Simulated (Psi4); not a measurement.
Psi4 input (wB97X-D/6-31G*):

```
memory 1500 MB

molecule {
0 1
Al   -0.00000000    0.00000000    0.00000000
F    -0.00033900    1.63398200    0.02535100
F     1.41503800   -0.81619400   -0.04509100
F    -1.41469900   -0.81778800    0.01974000
symmetry c1
no_reorient
no_com
}

set {
  basis 6-31G*
  reference rks
  scf_type pk
  dft_radial_points 99
  dft_spherical_points 590
  e_convergence 1e-8
  d_convergence 1e-7
  maxiter 150
}

e = energy('wb97x-d')
print_out(f'\nFINAL {e:.10f} DIPOLE {variable("CURRENT DIPOLE")[0]:.6f} {variable("CURRENT DIPOLE")[1]:.6f} {variable("CURRENT DIPOLE")[2]:.6f}\n')
```

Output:

```
   => Loading Basis Set <=

    Name: 6-31G*
    Role: ORBITAL
    Keyword: BASIS
    atoms 1   entry AL         line   244 file 6-31gs.gbs
    atoms 2-4 entry F          line   162 file 6-31gs.gbs

   => WB97X-D: Empirical Dispersion <=

    Chai and Head-Gordon Dispersion Correction
    Chai, J.-D.; Head-Gordon, M. (2010), J. Chem. Phys., 132: 6615-6620

        s6 =       1.000000

         ---------------------------------------------------------
                                   SCF
               by Justin Turney, Rob Parrish, Andy Simmonett
                          and Daniel G. A. Smith
                              RKS Reference
         ---------------------------------------------------------

  ==> Geometry <==

    Molecular point group: c1
    Full point group: C1

    Geometry (in Angstrom), charge = 0, multiplicity = 1:

       Center              X                  Y                   Z               Mass
    ------------   -----------------  -----------------  -----------------  -----------------
         AL           0.000000000000     0.000000000000     0.000000000000    26.981538530000
         F           -0.000339000000     1.633982000000     0.025351000000    18.998403162730
         F            1.415038000000    -0.816194000000    -0.045091000000    18.998403162730
         F           -1.414699000000    -0.817788000000     0.019740000000    18.998403162730

  Running in c1 symmetry.

  Rotational constants: A =      0.22151  B =      0.22151  C =      0.11075 [cm^-1]
  Rotational constants: A =   6640.64122  B =   6640.63567  C =   3320.31922 [MHz]
  Nuclear repulsion =  159.090761370022591

  Charge       = 0
  Multiplicity = 1
  Electrons    = 40
  Nalpha       = 20
  Nbeta        = 20

  ==> Algorithm <==

  SCF Algorithm Type is PK.
  DIIS enabled.
  MOM disabled.
  Fractional occupation disabled.
  Guess Type is SAD.
  Energy threshold   = 1.00e-08
  Density threshold  = 1.00e-07
  Integral threshold = 1.00e-12

  ==> Primary Basis <==

  Basis Set: 6-31G*
    Blend: 6-31G*
    Number of shells: 26
    Number of basis functions: 64
    Number of Cartesian functions: 64
    Spherical Harmonics?: false
    Max angular momentum: 2

  ==> DFT Potential <==

   => LibXC <=

    Version 7.1.2
    S. Lehtola, C. Steigemann, M. J. T. Oliveira, and M. A. L. Marques,  SoftwareX 7, 1–5 (2018) (10.1016/j.softx.2017.11.002)

   => Composite Functional: WB97X-D <=

    wB97X-D Hyb-GGA Exchange-Correlation Functional

    J.-D. Chai and M. Head-Gordon,  Phys. Chem. Chem. Phys. 10, 6615–6620 (2008) (10.1039/B810189B)

    Deriv               =              1
    GGA                 =           TRUE
    Meta                =          FALSE

    Exchange Hybrid     =           TRUE
    MP2 Hybrid          =          FALSE

   => Exchange-Correlation Functionals <=

    1.0000   wB97X-D range-separated functional

   => Exact (HF) Exchange <=

    0.7780            HF,LR [omega = 0.2000]
    0.2220               HF

   => LibXC Density Thresholds  <==

    XC_HYB_GGA_XC_WB97X_D:  1.00E-14

   => Molecular Quadrature <=

    Radial Scheme          =       TREUTLER
    Pruning Scheme         =           NONE
    Nuclear Scheme         =       TREUTLER

    Blocking Scheme        =         OCTREE
    BS radius alpha        =              1
    Pruning alpha          =              1
    Radial Points          =             99
    Spherical Points       =            590
    Total Points           =         225663
    Total Blocks           =           1715
    Max Points             =            256
    Max Functions          =             62
    Weights Tolerance      =       1.00E-15

  ==> Integral Setup <==

  Using in-core PK algorithm.
   Calculation information:
      Number of atoms:                   4
      Number of AO shells:              26
      Number of primitives:             72
      Number of atomic orbitals:        64
      Number of basis functions:        64

      Integral cutoff                 1.00e-12
      Number of threads:                 1

  Performing in-core PK
  Using 6492720 doubles for integral storage.
  We computed 54843 shell quartets total.
  Whereas there are 61776 unique shell quartets.

  Computing range-separated integrals for PK
  We computed 54843 wK shell quartets total.
  Whereas there are 61776 wK unique shell quartets.

  ==> DiskJK: Disk-Based J/K Matrices <==

    J tasked:                  Yes
    K tasked:                  Yes
    wK tasked:                 Yes
    Omega:               2.000E-01
    Schwarz Cutoff:          1E-12


  Cached 100.0% of DFT collocation blocks in 0.334 [GiB].

  Minimum eigenvalue in the overlap matrix is 5.9915351019E-03.
  Reciprocal condition number of the overlap matrix is 1.1403283284E-03.
    Using symmetric orthogonalization.

  ==> Pre-Iterations <==

  SCF Guess: Superposition of Atomic Densities via on-the-fly atomic UHF (no occupation information).

   -------------------------
    Irrep   Nso     Nmo
   -------------------------
     A         64      64
   -------------------------
    Total      64      64
   -------------------------

  ==> Iterations <==

                        Total Energy        Delta E     RMS |[F,P]|

   @RKS iter SAD:  -540.91997918648769   -5.40920e+02   0.00000e+00
   @RKS iter   1:  -541.89699871195148   -9.77020e-01   1.13155e-02 DIIS/ADIIS
   @RKS iter   2:  -541.85292579755401    4.40729e-02   1.34242e-02 DIIS/ADIIS
   @RKS iter   3:  -542.06622315817094   -2.13297e-01   2.82145e-04 DIIS/ADIIS
   @RKS iter   4:  -542.06635713663218   -1.33978e-04   9.44128e-05 DIIS
   @RKS iter   5:  -542.06637098101760   -1.38444e-05   9.54125e-06 DIIS
   @RKS iter   6:  -542.06637129586579   -3.14848e-07   1.61104e-06 DIIS
   @RKS iter   7:  -542.06637131519335   -1.93276e-08   2.44311e-07 DIIS
   @RKS iter   8:  -542.06637131556295   -3.69596e-10   6.54175e-08 DIIS
  Energy and wave function converged.

  ==> Post-Iterations <==

   Electrons on quadrature grid:
      Ntotal   =   40.0000029869 ; deviation = 2.987e-06

    Orbital Energies [Eh]
    ---------------------

    Doubly Occupied:

       1A    -56.255079     2A    -24.809190     3A    -24.809187
       4A    -24.809177     5A     -4.313961     6A     -2.857580
       7A     -2.851397     8A     -2.851397     9A     -1.270120
      10A     -1.257529    11A     -1.257528    12A     -0.588850
      13A     -0.544208    14A     -0.544207    15A     -0.524371
      16A     -0.510048    17A     -0.510047    18A     -0.501283
      19A     -0.501281    20A     -0.484042

    Virtual:

      21A      0.023926    22A      0.069985    23A      0.153791
      24A      0.153792    25A      0.252014    26A      0.283195
      27A      0.390292    28A      0.390294    29A      0.590560
      30A      0.590561    31A      0.696664    32A      0.916370
      33A      0.916375    34A      1.293277    35A      1.293278
      36A      1.299009    37A      1.311758    38A      1.338573
      39A      1.338574    40A      1.409023    41A      1.417362
      42A      1.417363    43A      1.728494    44A      1.728495
      45A      1.743616    46A      1.869062    47A      1.892020
      48A      1.905688    49A      1.905689    50A      1.912264
      51A      1.912266    52A      1.916275    53A      2.026734
      54A      2.111679    55A      2.166190    56A      2.166193
      57A      2.336933    58A      2.336934    59A      2.725187
      60A      2.774088    61A      2.774089    62A      4.208752
      63A      4.208753    64A      4.383488

    Final Occupation by Irrep:
              A
    DOCC [    20 ]
    NA   [    20 ]
    NB   [    20 ]

  @RKS Final Energy:  -542.06637131556295

   => Energetics <=

    Nuclear Repulsion Energy =            159.0907613700225909
    One-Electron Energy =               -1073.5220876710322955
    Two-Electron Energy =                 408.3551154902160079
    DFT Exchange-Correlation Energy =     -35.9895634379832714
    Empirical Dispersion Energy =          -0.0005970667859755
    VV10 Nonlocal Energy =                  0.0000000000000000
    Total Energy =                       -542.0663713155629466

Computation Completed

Properties will be evaluated at   0.000000,   0.000000,   0.000000 [a0]

Properties computed using the SCF density matrix

 Multipole Moments:

 ------------------------------------------------------------------------------------
     Multipole            Electronic (a.u.)      Nuclear  (a.u.)        Total (a.u.)
 ------------------------------------------------------------------------------------

 L = 1.  Multiply by 2.5417464519 to convert [e a0] to [Debye]
 Dipole X            :          0.0000026            0.0000000            0.0000026
 Dipole Y            :          0.0000049            0.0000000            0.0000049
 Dipole Z            :          0.0000000           -0.0000000            0.0000000
 Magnitude           :                                                    0.0000055

 ------------------------------------------------------------------------------------

FINAL -542.0663713156 DIPOLE 0.000003 0.000005 0.000000

*** Psi4 exiting successfully. Buy a developer a beer!
```

The geometry given is a B3LYP-D3(BJ)/def2-TZVP minimum.
